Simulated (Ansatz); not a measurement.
# CH2: the cost of one run

Method: the settings change from run to run; program: Ansatz 0.2.0, Gaussian basis.

12 further runs of the same task are left out: 9 that didn't finish, 3 set aside as unsound or not needed.

## 1. The geometry

The geometry derives from a PBE0/def2-TZVP stationary point (not a proven minimum). All distances are scaled together.

3 atoms, charge 1, spin multiplicity 2.

Atoms are counted from 1 here; the program's logs count them from 0.

Bond lengths: C1–H2 1.094 Å, C1–H3 1.094 Å. Angles: H2–C1–H3 180.0°.

Geometry (Å):

```xyz
3
charge 1, multiplicity 2
C     0.0000    0.0000    0.0000
H     0.0000    0.0000   -1.0935
H     0.0000    0.0000    1.0935
```

## 2. CISD/cc-pVTZ

The input, in.yaml:

```yaml
crystal:
  periodic: [false, false, false]
  atoms:
    - {symbol: C, position_ang: [0.000000, 0.000000, 0.000000]}
    - {symbol: H, position_ang: [0.000000, 0.000000, -1.093537]}
    - {symbol: H, position_ang: [0.000000, 0.000000, 1.093537]}
basis:
  gaussian: {orbitals: cc-pVTZ}
total_charge: 1
magnetization: {spin_polarized: false, initial_magnetization: 1}
correlation: {active_space: {ras: {orbitals: [3, 1, 54], electrons: 7, max_holes: 2, max_particles: 2}, fixed_orbitals: true}}
output: {forces: true}
```

Started as:

```sh
ansatz run in.yaml --threads 1 --pin off --events-out ev --progress --plain --max-ram 2393MiB
```

What time and memory should one allow on 1 thread of Arm Neoverse N1, shared host?

About 9 s, with a peak of 0.44 GiB.
